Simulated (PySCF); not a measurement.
Isomers of [C5H9N2]+ (charge +1). Method: PBE0-D3(BJ)/def2-SVP geometry optimisation, gas phase in PySCF 2.14.0. One conformer each; no zero-point energy, no entropy. No frequencies were run at this level. Point groups hold within 0.08 Å.

Question: Order them by energy at this level, lowest first, and give relative energies in kcal/mol.
A. `Cn1cc[n+](C)c1`
B. `[NH2:1]/[CH:2]=[CH:3]/[CH:4]=[CH:5]/[CH:6]=[NH2+:7]` (charge +1) with C2–C3–C4–C5 180°, C4–C5–C6–N7 180° (streptocyanine-5)
C. `CN1C=CC=[N+]1C`

Answer: A (0.0), B (7.9), C (19.2).

As drawn, the highest has an N–N linkage, which the lowest lacks.

```
            SMILES      E (Eh)  E rel (kcal/mol)  dipole about centre of mass (D)  point group        A, B, C (MHz)
    Cn1cc[n+](C)c1  -304.66471               0.0                             0.88          C2v     6857, 2061, 1618
N/C=C/C=C/C=[NH2+]  -304.65214               7.9                             0.38          C2v  23612, 802.0, 775.6
      Cn1ccc[n+]1C  -304.63412              19.2                             1.49            –     4062, 3252, 1849
```

Question: How do the relative energies change in single points at PBE0/pcSseg-1 (no added dispersion term) on the same geometries?

Answer: 
```json
{"SMILES": "Cn1cc[n+](C)c1", "PBE0-D3(BJ)/def2-SVP (kcal/mol)": "0.0", "PBE0/pcSseg-1 (kcal/mol)": "0.0", "shift": "0.0"}
{"SMILES": "N/C=C/C=C/C=[NH2+]", "PBE0-D3(BJ)/def2-SVP (kcal/mol)": "7.9", "PBE0/pcSseg-1 (kcal/mol)": "7.6", "shift": "-0.3"}
{"SMILES": "Cn1ccc[n+]1C", "PBE0-D3(BJ)/def2-SVP (kcal/mol)": "19.2", "PBE0/pcSseg-1 (kcal/mol)": "20.3", "shift": "+1.1"}
```

Each column counts from its own lowest isomer. The order is unchanged; the largest shift is 1.1 kcal/mol.
